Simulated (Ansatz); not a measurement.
Geometry optimisation, RKS r2SCAN-D4/6-31G* (Ansatz).

Input:

```yaml
crystal:
  periodic: [false, false, false]
  atoms:
    - { symbol: Al, position_ang: [0.123039, -0.048442, -0.157348] }
    - { symbol: H, position_ang: [-0.019549, -0.425836, 1.359006] }
    - { symbol: "N", position_ang: [1.70674, -0.262435, -0.938483] }
    - { symbol: H, position_ang: [2.535249, -0.628729, -0.48445] }
    - { symbol: H, position_ang: [1.912735, -0.018756, -1.899922] }
    - { symbol: H, position_ang: [-1.082726, 0.508667, -1.030087] }
    - { symbol: P, position_ang: [-0.016157, 2.82605, 1.800155] }
    - { symbol: H, position_ang: [1.412954, 2.769678, 1.767103] }
    - { symbol: H, position_ang: [-0.114599, 2.984859, 0.380506] }
    - { symbol: H, position_ang: [-0.137686, 1.404344, 1.746721] }
basis:
  gaussian: { orbitals: "6-31G*" }
hamiltonian:
  xc: r2scan
  dispersion: d4
relax:
  f_tol: 0.03
  max_steps: 50
output:
  orbitals: {}
```

Command:

```bash
$ ansatz run input.yaml --threads 1 --pin off --max-ram 2048MiB --backend cpu --events-out ev --progress --plain --runs-dir out
```

**Question.** Where does it end, and by what steps?

**Answer.** The forces met the threshold. The force dipped under the threshold on the way, but the program's further checks kept it going. After 23 steps the energy has fallen by 0.146 eV; H8 moved furthest, 0.92 Å.

```tsv
step	energy less start (eV)	largest force component (eV/Å)	accepted
0	0.0000	0.481	yes
1	-0.0865	0.148	yes
2	-0.0998	0.776	yes
3	-0.1172	0.262	yes
4	-0.1308	0.263	yes
5	-0.1375	0.070	yes
6	-0.1379	0.055	yes
7	-0.1366	0.363	no
8	-0.1403	0.021	yes
9	-0.1413	0.125	yes
10	-0.1421	0.098	yes
11	-0.1432	0.050	yes
12	-0.1435	0.041	yes
13	-0.1438	0.037	yes
14	-0.1440	0.019	yes
15	-0.1443	0.059	yes
16	-0.1445	0.051	yes
17	-0.1449	0.044	yes
18	-0.1451	0.046	yes
19	-0.1454	0.040	yes
20	-0.1453	0.072	no
21	-0.1456	0.021	yes
22	-0.1457	0.048	yes
23	-0.1458	0.026	yes
```

```xyz
10
Properties=species:S:1:pos:R:3
Al 0.138 -0.145 -0.176
H -0.125 -0.873 1.214
N 1.792 -0.204 -0.833
H 2.579 -0.651 -0.379
H 2.079 0.201 -1.716
H -0.982 0.567 -1.053
P 0.334 3.023 1.689
H 1.330 2.263 1.006
H -0.529 3.062 0.556
H -0.295 1.866 2.236
```

Whether the end is a true minimum wasn't checked by a vibrational analysis.

The run took 100 s on 1 thread of Arm Neoverse V1, with other jobs on the host, peak memory 0.15 GiB.
